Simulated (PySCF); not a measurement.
**The bond of P₂, level by level**

The task here is to estimate one member of a computed series from the others.

Method: P def2-TZVPPD, no relativity; program: PySCF 2.14.0.

The first run:

Settings of the job:

```
atoms                         : P, P
charge                        : 0
basis                         : P def2-TZVPPD
Hamiltonian                   : no relativity
basis functions               : 96
electrons treated             : 30
masses in u                   : 30.9738, 30.9738
levels                        : PBE0, PBE, r²SCAN, PBEsol, r²SCAN0, BHandHLYP, M06-2X, M06-L, ωB97X, HF, MP2, SCS-MP2, CCSD, CCSD(T)
grid                          : 80 radial by 434 angular points
occupations                   : held fixed by the projection of orbital angular momentum
dissociation limit            : P + P, each in its ground configuration
starting distance in angstrom : 2.130
values of 2S to try           : 0, 2, 4
```

Command:

```console
OMP_NUM_THREADS=2 python dia.py task.json out
```

Among the steps run: The job; PBE0 along the bond; Higher solutions at PBE0; PBE; r²SCAN (meta-GGA); PBEsol (GGA); r²SCAN0 (hybrid meta-GGA); BHandHLYP; M06-2X (hybrid meta-GGA); M06-L; ωB97X (range-separated hybrid); RHF (mean field); MP2 and coupled cluster.

One of the session's tables, all rows but one given; the rest of the session is left out.

It belongs to the step «Constants by level of theory». 

```
      level  ωe (%)
        RHF   +17.3
    RHF-MP2    -5.7
RHF-SCS-MP2    -3.9
   RHF-CCSD    +4.3
RHF-CCSD(T)    -0.6
        PBE    +0.4
     PBEsol    +1.3
     r²SCAN    +4.3
      M06-L    +5.1
       PBE0    +6.8
    r²SCAN0       ?
  BHandHLYP   +10.9
     M06-2X    +9.6
      ωB97X   +12.9
```

Estimate the missing values for r²SCAN0.

The run gave: ωe (%): +8.8. In the column «ωe (%)» it lies between PBE0 (+6.8) and M06-2X (+9.6).
